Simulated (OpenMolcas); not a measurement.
# One shape, several levels: [SF3]+ (SMILES F[S+](F)F)

Aim: a comparison of 6 runs (B3LYP/6-311+G**, M06-L/6-311+G**, PBE/6-311+G**, r2SCAN/6-311+G**, revPBE/6-311+G**, CCSD(T)/6-311+G**) of [SF3]+. 

The calculation is run with OpenMolcas 26.06.

1 further run of the same task is left out (set aside as unsound or not needed).

**1. The system as given**

[SF3]+: 4 atoms, total charge +1, spin state singlet. As SMILES, `F[S+](F)F`. Geometry: relaxed at PBE0-D4/def2-TZVP.

Bond lengths: F1–S2 1.503 Å, S2–F3 1.503 Å, S2–F4 1.503 Å. Angles: F1–S2–F3 99.6°, F1–S2–F4 99.6°, F3–S2–F4 99.6°.

**2. Energy and forces at B3LYP/6-311+G(d,p) (run 1)**

The input, job.input:

```
* F3S Kohn-Sham DFT

&GATEWAY
  BasLib
  $CurrDir
  Coord
  4
  angstrom
  F        0.623020       0.191030       1.167760
  S        0.432770      -0.058560      -0.301740
  F       -0.545420      -1.197460      -0.238600
  F       -0.510370       1.064990      -0.627420
  Basis
  6-311pGss
  Group
  NoSym

&SEWARD
  GridInput
  Grid=UltraFine
  End of Grid

&SCF
  Charge
  1
  KSDFT
  B3LYP
  Thresholds
  1e-10 1e-07 1e-07 1e-05
  PrOrbitals
  0

&ALASKA
```

The basis set 6-311+G** is read from a file made from the Basis Set Exchange's data (not shown).

Launch:

```sh
$ export MOLCAS_MEM=1860
$ pymolcas job.input > job.log
```

What it wrote:

```text
--- Start Module: gateway ---
[...]
--- Stop Module: gateway /rc=_RC_ALL_IS_WELL_ ---
[...]
      Basis functions           96
[...]
--- Start Module: scf ---
[...]
       Convergence after  16 Iterations
[...]
::    Total KS-DFT energy                            -697.3928165500
[...]
      Total spin, S                                     0.0000000000
[...]
      Total electronic charge=   42.000000
      Total            charge=    1.000000
[...]
      Dipole Moment (debye):
      Origin of the operator (angstrom)=    0.0631   -0.0085   -0.0440
                   X=  1.6687E+00               Y= -2.2580E-01               Z= -1.1635E+00           Total=  2.0468E+00
      Center of Charge (angstrom)
[...]
--- Stop Module: scf /rc=_RC_ALL_IS_WELL_ ---
[...]
--- Start Module: alaska ---
[...]
 *              Molecular gradients               *
 **************************************************
  Irreducible representation: a
 ------------------------------------------------------------------------------------------
                              X                       Y                       Z
 ------------------------------------------------------------------------------------------
  F1               -5.62712432182444E-03   -5.65788011129165E-03   -3.34409115172889E-02
  S2               -3.67939153134884E-02    4.97142407633522E-03    2.56572777971460E-02
  F3                2.16179617797465E-02    2.67215376995118E-02   -6.40715272365977E-04
  F4                2.08030778555504E-02   -2.60350816646131E-02    8.42434899257505E-03
 ------------------------------------------------------------------------------------------
--- Stop Module: alaska /rc=_RC_ALL_IS_WELL_ ---
[...]
```

It took 37 s on 1 thread of Intel Xeon Platinum 8259CL at 2.50GHz (Skylake/Cascade Lake), shared host; peak memory 0.53 GiB.

**3. Energy and forces at M06-L/6-311+G(d,p) (run 2)**

The input, calc.inp:

```
* F3S Kohn-Sham DFT
>>> EXPORT MOLCAS_PRINT=2
&gateway
baslib=$CurrDir
coord
4
angstrom
F        0.623020       0.191030       1.167760
S        0.432770      -0.058560      -0.301740
F       -0.545420      -1.197460      -0.238600
F       -0.510370       1.064990      -0.627420
basis=6-311pGss
group=NoSym
&seward
gridinput
Grid=UltraFine
End of Grid
&scf
charge=1
ksdft=M06L
thresholds=1e-10 1e-07 1e-07 1e-05
prorbitals=1 1
&alaska
```

The basis set 6-311+G** is read from a file made from the Basis Set Exchange's data (not shown).

Launch:

```sh
$ export MOLCAS_MEM=1860
$ pymolcas calc.inp > calc.log
```

What it wrote:

```text
--- Start Module: gateway ---
[...]
--- Stop Module: gateway /rc=_RC_ALL_IS_WELL_ ---
[...]
      Basis functions           96
[...]
--- Start Module: scf ---
[...]
       Convergence after  15 Iterations
[...]
::    Total KS-DFT energy                            -697.3376582224
[...]
      Total spin, S                                     0.0000000000
[...]
      Total electronic charge=   42.000000
      Total            charge=    1.000000
[...]
      Dipole Moment (debye):
      Origin of the operator (angstrom)=    0.0631   -0.0085   -0.0440
                   X=  1.5646E+00               Y= -2.1165E-01               Z= -1.0907E+00           Total=  1.9189E+00
      Center of Charge (angstrom)
[...]
--- Stop Module: scf /rc=_RC_ALL_IS_WELL_ ---
[...]
--- Start Module: alaska ---
[...]
 *              Molecular gradients               *
 **************************************************
  Irreducible representation: a
 ------------------------------------------------------------------------------------------
                              X                       Y                       Z
 ------------------------------------------------------------------------------------------
  F1               -4.43108105179135E-03   -4.76138505007473E-03   -2.81477790770417E-02
  S2               -3.15143920411991E-02    4.19159492099697E-03    2.19786974789979E-02
  F3                1.82926249402282E-02    2.23114659987509E-02   -7.18407205815064E-04
  F4                1.76528481527836E-02   -2.17416758696807E-02    6.88748880399892E-03
 ------------------------------------------------------------------------------------------
--- Stop Module: alaska /rc=_RC_ALL_IS_WELL_ ---
[...]
```

It took 43 s on 1 thread of Intel Xeon Platinum 8259CL at 2.50GHz (Skylake/Cascade Lake), shared host; peak memory 0.53 GiB.

Runs 3 to 5 aren't shown in full; the table further down has their settings and results.

**4. A single-point energy at CCSD(T)/6-311+G(d,p) (Cholesky decomposition) (run 6)**

The input, mol.inp:

```
&GATEWAY
BasLib = $CurrDir
Coord
4
angstrom
F        0.623020       0.191030       1.167760
S        0.432770      -0.058560      -0.301740
F       -0.545420      -1.197460      -0.238600
F       -0.510370       1.064990      -0.627420
Basis = 6-311pGss
Group = NoSym
&SEWARD
High
&SCF
Charge = 1
Thresholds = 1e-10 1e-07 1e-07 1e-05
PrOrbitals = 1 1
&CHCC
Frozen = 8
Threshold = 1e-08
MaxIterations = 80
&CHT3
Frozen = 8
```

The basis set 6-311+G** is read from a file made from the Basis Set Exchange's data (not shown).

Launch:

```sh
$ export MOLCAS_MEM=1860
$ pymolcas mol.inp > mol.log
```

What it wrote:

```text
--- Start Module: gateway ---
[...]
--- Stop Module: gateway /rc=_RC_ALL_IS_WELL_ ---
[...]
      Basis functions           96
[...]
       Convergence after  15 Iterations
[...]
::    Total SCF energy                               -695.4945979632
[...]
      Total spin, S                                     0.0000000000
[...]
      Total electronic charge=   42.000000
      Total            charge=    1.000000
[...]
      Dipole Moment (debye):
      Origin of the operator (angstrom)=    0.0631   -0.0085   -0.0440
                   X=  1.9902E+00               Y= -2.6930E-01               Z= -1.3876E+00           Total=  2.4411E+00
      Center of Charge (angstrom)
[...]
--- Start Module: chcc ---
[...]
--- Stop Module: chcc /rc=_RC_ALL_IS_WELL_ ---
[...]
--- Start Module: cht3 ---
[...]
--- Stop Module: cht3 /rc=_RC_ALL_IS_WELL_ ---
[...]
```

It took 7.4 min on 1 thread of Intel Xeon Platinum 8259CL at 2.50GHz (Skylake/Cascade Lake), shared host; peak memory 0.15 GiB.

**5. The series**

```
run                                       level  integral approximation      task  energy (Eh)  HOMO energy (eV)  LUMO energy (eV)  HOMO–LUMO gap (eV)  wall time
  1                             B3LYP/6-311+G**                    none  gradient  -697.392817            -19.14             -9.53                9.60       37 s
  2                             M06-L/6-311+G**                    none  gradient  -697.337658            -18.00            -10.03                7.97       43 s
  3                               PBE/6-311+G**                    none  gradient  -696.949906            -17.64            -10.29                7.35       37 s
  4                            r2SCAN/6-311+G**                    none  gradient  -697.239053            -18.06            -10.11                7.95       44 s
  5                            revPBE/6-311+G**                    none  gradient  -697.217951            -17.57            -10.20                7.37       42 s
  6  CCSD(T)/6-311+G** (Cholesky decomposition)                 CD high    energy  -696.279522            -23.57             -5.04               18.53    7.4 min
```

**6. Outcome**

| quantity | value |
| --- | --- |
| run 6: total energy | -696.27952 Eh |
| run 6: HOMO energy (Hartree–Fock orbitals) | -23.57 eV |
| run 6: LUMO energy (Hartree–Fock orbitals) | -5.04 eV |
| run 6: HOMO–LUMO gap (Hartree–Fock orbitals) | 18.53 eV |
| run 6: correlation energy (8 core orbitals frozen) | -784.9 mEh |
| run 6: (T) correction | -23.40 mEh |

What this shows: Over runs 1, 2, 3, 4, 5 the HOMO–LUMO gap runs from 7.35 eV (PBE/6-311+G**) to 9.60 eV (B3LYP/6-311+G**). Totals of different functionals can't be ranked against each other. All runs together took 11 min, the longest 7.4 min.
